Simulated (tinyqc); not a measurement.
Inside a calculation. Method: RKS/LDA (PW92) in the sto-6g basis, for HF, spin multiplicity 1. One step of it, computed by the program tinyqc.

Question. Iteration 2: building the Kohn-Sham matrix. J_ij = sum D_kl (ij|kl); F = H + J + V_xc; E = tr D H + tr D J / 2 + E_xc + E_nn.

D after iteration 1, lower triangle:
```
            1F 1s      1F 2s    1F 2px    1F 2py    1F 2pz     2H 1s
1F 1s    2.108898
1F 2s   -0.466233   2.047298
1F 2px   0.000000   0.000000  2.000000
1F 2py   0.000000   0.000000  0.000000  2.000000
1F 2pz   0.070937  -0.431296  0.000000  0.000000  1.244437
2H 1s   -0.026991  -0.035075  0.000000  0.000000  0.659061  0.368930
```

core Hamiltonian H = T + V (hartree), lower triangle:
```
             1F 1s       1F 2s     1F 2px     1F 2py     1F 2pz      2H 1s
1F 1s   -41.041479
1F 2s    -9.152442  -11.002329
1F 2px    0.000000    0.000000  -8.787010
1F 2py    0.000000    0.000000   0.000000  -8.787010
1F 2pz   -0.018191   -0.201778   0.000000   0.000000  -8.924344
2H 1s    -2.297739   -4.531752   0.000000   0.000000  -2.843538  -5.722159
```

Two-electron integrals (ij|kl) in chemists' order, unique and non-zero (hartree):
```
(11|11) 5.406240   (21|11) 0.768129   (21|21) 0.138909   (22|11) 1.266271
(22|21) 0.283987   (22|22) 0.926367   (31|31) 0.029452   (32|31) 0.044681
(32|32) 0.204753   (33|11) 1.266273   (33|21) 0.283987   (33|22) 0.926366
(33|33) 0.998085   (41|41) 0.029452   (42|41) 0.044681   (42|42) 0.204753
(43|43) 0.053789   (44|11) 1.266273   (44|21) 0.283987   (44|22) 0.926366
(44|33) 0.890506   (44|44) 0.998085   (51|51) 0.029452   (52|51) 0.044681
(52|52) 0.204753   (53|53) 0.053789   (54|54) 0.053789   (55|11) 1.266273
(55|21) 0.283987   (55|22) 0.926366   (55|33) 0.890506   (55|44) 0.890506
(55|55) 0.998085   (61|11) 0.204786   (61|21) 0.035470   (61|22) 0.070832
(61|33) 0.070706   (61|44) 0.070706   (61|51) 0.001529   (61|52) 0.002974
(61|55) 0.071083   (61|61) 0.009209   (62|11) 0.470456   (62|21) 0.106867
(62|22) 0.383164   (62|33) 0.378017   (62|44) 0.378017   (62|51) 0.007630
(62|52) 0.054988   (62|55) 0.393456   (62|61) 0.027228   (62|62) 0.187942
(63|31) 0.012468   (63|32) 0.069266   (63|53) 0.011735   (63|63) 0.029111
(64|41) 0.012468   (64|42) 0.069266   (64|54) 0.011735   (64|64) 0.029111
(65|11) 0.297179   (65|21) 0.068519   (65|22) 0.262610   (65|33) 0.251037
(65|44) 0.251037   (65|51) 0.016935   (65|52) 0.106232   (65|55) 0.285756
(65|61) 0.018319   (65|62) 0.158057   (65|65) 0.161684   (66|11) 0.582529
(66|21) 0.134761   (66|22) 0.550471   (66|33) 0.531177   (66|44) 0.531177
(66|51) 0.013521   (66|52) 0.131105   (66|55) 0.589057   (66|61) 0.034685
(66|62) 0.329886   (66|65) 0.322341   (66|66) 0.774999
```

nuclear repulsion = 5.55080990 hartree

V_xc (hartree), lower triangle:
```
            1F 1s      1F 2s     1F 2px     1F 2py     1F 2pz      2H 1s
1F 1s   -3.306969
1F 2s   -0.432855  -0.924288
1F 2px   0.000000   0.000000  -0.929249
1F 2py   0.000000   0.000000   0.000000  -0.929249
1F 2pz   0.001983   0.004493   0.000000   0.000000  -0.914560
2H 1s   -0.117846  -0.362930   0.000000   0.000000  -0.243743  -0.481266
```

E_xc = sum of w rho eps_xc = -10.45957920 hartree

Give: Coulomb J; Kohn-Sham matrix F; total energy of this density.

Answer.

Coulomb J (hartree), lower triangle:
```
          1F 1s   1F 2s  1F 2px  1F 2py  1F 2pz   2H 1s
1F 1s   20.4809
1F 2s    3.6918  9.6790
1F 2px   0.0000  0.0000  9.6841
1F 2py   0.0000  0.0000  0.0000  9.6841
1F 2pz  -0.0077  0.0141  0.0000  0.0000  9.6688
2H 1s    0.9473  3.9477  0.0000  0.0000  2.6910  5.6622
```

Kohn-Sham matrix F (hartree), lower triangle:
```
           1F 1s    1F 2s   1F 2px   1F 2py   1F 2pz    2H 1s
1F 1s   -23.8676
1F 2s    -5.8935  -2.2476
1F 2px    0.0000   0.0000  -0.0322
1F 2py    0.0000   0.0000   0.0000  -0.0322
1F 2pz   -0.0239  -0.1832   0.0000   0.0000  -0.1701
2H 1s    -1.4683  -0.9470   0.0000   0.0000  -0.3963  -0.5412
```

total energy of this density = -99.137166 hartree
